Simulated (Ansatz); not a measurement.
# SiH2O+ (doublet): from Hartree-Fock to the top rungs, def2-TZVPP

An exercise on one series of results from a longer session: the logs are not shown, and one member is left open.

Program: Ansatz 0.2.0, Gaussian basis. Level of theory: def2-TZVPP, core rule «outside noble gas», up to 6 orbitals frozen. These are calculated values, not measurements.

The runs, in order: UHF; ROHF; CCSD(T) on UHF.

2 further runs of the same task are left out: 2 set aside as unsound or not needed.

### What is computed

The geometry is a PBE0/def2-TZVP stationary point (not a proven minimum) of the parent state, kept for this charge and spin.

4 atoms, charge 1, spin multiplicity 2.

Atoms are counted from 1 here; the program's logs count them from 0.

Bond lengths: Si1–O2 1.654 Å, Si1–H3 1.497 Å, O2–H4 0.960 Å. Angles: O2–Si1–H3 116.3°, Si1–O2–H4 116.5°.

Set-up of the first run:

Input file in.yaml:

```yaml
crystal:
  periodic: [false, false, false]
  atoms:
    - {symbol: Si, position_ang: [0.025157, -0.096377, 0.597723]}
    - {symbol: O, position_ang: [-0.094714, 0.094069, -1.040960]}
    - {symbol: H, position_ang: [0.079727, 1.161161, 1.408550]}
    - {symbol: H, position_ang: [0.722716, 0.031127, -1.540129]}
basis:
  gaussian: {orbitals: def2-TZVPP}
total_charge: 1
magnetization: {spin_polarized: true, initial_magnetization: 1}
hamiltonian: {xc: hf}
output: {orbitals: {seedname: orbitals}}
```

Command:

```bash
ansatz run in.yaml --threads 1 --pin off --events-out ev --progress --plain --max-ram 4096MiB --backend cpu
```

Steps of the session up to this table: UHF; ROHF; CCSD(T) on UHF.

One of the session's tables, all rows but one given; the rest of the session is left out.

| method | from UCCSD(T) (kcal/mol) |
| --- | --- |
| ROHF | ? |
| UHF | +214.79 |
| UMP2 | +16.75 |
| UCCSD | +7.73 |
| UCCSD(T) | 0 |

**Question.** Estimate the row for ROHF.

The run gave: from UCCSD(T) (kcal/mol): +216.88. In the column «from UCCSD(T) (kcal/mol)» it is the highest.
